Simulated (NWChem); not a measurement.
Correlation energy of F (+1)

```
F
```
Charge +1, spin multiplicity 3.

Program: NWChem.

Basis set: 6-311G**. Each correlation energy counts from its own Hartree-Fock reference.

The correlated methods keep 1 core orbital frozen. The Pople sets run with spherical d functions. The stability of the SCF solutions was not checked. Open-shell Hartree-Fock references start from PBE0 orbitals. Coupled-cluster values serve here as a point of comparison, not as the truth.

Problem. Order these methods by the correlation energy they give, lowest first: UMP2, SCS-UMP2, CCSD on UHF, CCSD[T] on UHF, CCSD on ROHF.

Solution. CCSD on ROHF (-131.3 mHa), CCSD[T] on UHF (-126.6 mHa), CCSD on UHF (-125.7 mHa), UMP2 (-112.2 mHa), SCS-UMP2 (-109.6 mHa)
